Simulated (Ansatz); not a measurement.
# C3H5FO: basis-set convergence

One table from this session's results is given with a row withheld; the runs are named, their logs left out.

The runs use Ansatz 0.2.0, Gaussian basis; one geometry, several basis sets.

The runs, in order: PBE0-D4/def2-SVP; ωB97M-V/def2-SVP; PBE0-D4/def2-QZVPP; ωB97M-V/def2-QZVPP; the functionals' def2-TZVPP values are taken from earlier runs.

## The relaxed structure

An earlier PBE0-D4 in a triple-zeta def2 set relaxation fixed the geometry.

SMILES `C[C@@H]1O[C@H]1F`, 10 atoms, charge 0, spin multiplicity 1.

Atoms are counted from 1 here; the program's logs count them from 0.

Bond lengths: C1–C2 1.493 Å, C1–H6 1.091 Å, C1–H7 1.093 Å, C1–H8 1.092 Å, C2–O3 1.446 Å, C2–C4 1.451 Å, C2–H9 1.088 Å, O3–C4 1.376 Å, C4–F5 1.353 Å, C4–H10 1.088 Å. Angles: C2–C1–H6 111.0°, C2–C1–H7 110.2°, C2–C1–H8 110.5°, H6–C1–H7 108.7°, H6–C1–H8 108.3°, H7–C1–H8 108.0°, C1–C2–O3 116.8°, C1–C2–C4 123.5°, C1–C2–H9 116.9°, O3–C2–C4 56.7°, O3–C2–H9 112.4°, C4–C2–H9 115.5°, C2–O3–C4 61.8°, C2–C4–O3 61.5°, C2–C4–F5 119.6°, C2–C4–H10 123.9°, O3–C4–F5 115.4°, O3–C4–H10 117.3° and more.

Coordinates:

```xyz
10
charge 0, multiplicity 1
C    -0.53881    0.62690    0.98193
C     0.48000   -0.08973    0.15895
O     0.87388    0.53664   -1.08383
C     0.19852   -0.66021   -1.14518
F     0.92366   -1.71486   -1.58289
H    -1.36686    0.97628    0.36318
H    -0.93405   -0.03689    1.75475
H    -0.09182    1.49255    1.47608
H     1.32387   -0.52634    0.68985
H    -0.78520   -0.65552   -1.60984
```

The first run:

The input, in.yaml:

```yaml
crystal:
  periodic: [false, false, false]
  atoms:
    - {symbol: C, position_ang: [-0.538811, 0.626896, 0.981929]}
    - {symbol: C, position_ang: [0.480001, -0.089733, 0.158947]}
    - {symbol: O, position_ang: [0.873876, 0.536641, -1.083833]}
    - {symbol: C, position_ang: [0.198524, -0.660211, -1.145181]}
    - {symbol: F, position_ang: [0.923664, -1.714864, -1.582886]}
    - {symbol: H, position_ang: [-1.366860, 0.976277, 0.363179]}
    - {symbol: H, position_ang: [-0.934047, -0.036895, 1.754746]}
    - {symbol: H, position_ang: [-0.091821, 1.492545, 1.476084]}
    - {symbol: H, position_ang: [1.323874, -0.526336, 0.689853]}
    - {symbol: H, position_ang: [-0.785202, -0.655518, -1.609837]}
basis:
  gaussian: {orbitals: def2-SVP}
hamiltonian: {xc: pbe0, dispersion: d4}
output: {orbitals: {seedname: orbitals}}
```

Started as:

```bash
> ansatz run in.yaml --threads 4 --pin off --events-out ev --progress --plain --max-ram 10444MiB
```

Among the steps run: PBE0-D4 in def2-SVP; ωB97M-V in def2-SVP; PBE0-D4 in def2-QZVPP; ωB97M-V in def2-QZVPP.

One table of the session follows, with a row left open; its other results are not shown here.

It belongs to the step «Density functionals: the series». 

```
functional       basis  HOMO (eV)  LUMO (eV)
   PBE0-D4    def2-SVP      -8.40       2.08
   PBE0-D4  def2-TZVPP      -8.53       1.43
   PBE0-D4  def2-QZVPP      -8.57       0.84
   ωB97M-V    def2-SVP     -10.78       3.70
   ωB97M-V  def2-TZVPP     -10.92       2.82
   ωB97M-V  def2-QZVPP          ?          ?
```

**Question.** Estimate the row for ωB97M-V, def2-QZVPP.

**Answer.** HOMO (eV): -10.96; LUMO (eV): 1.90. In the column «HOMO (eV)» it is the lowest.
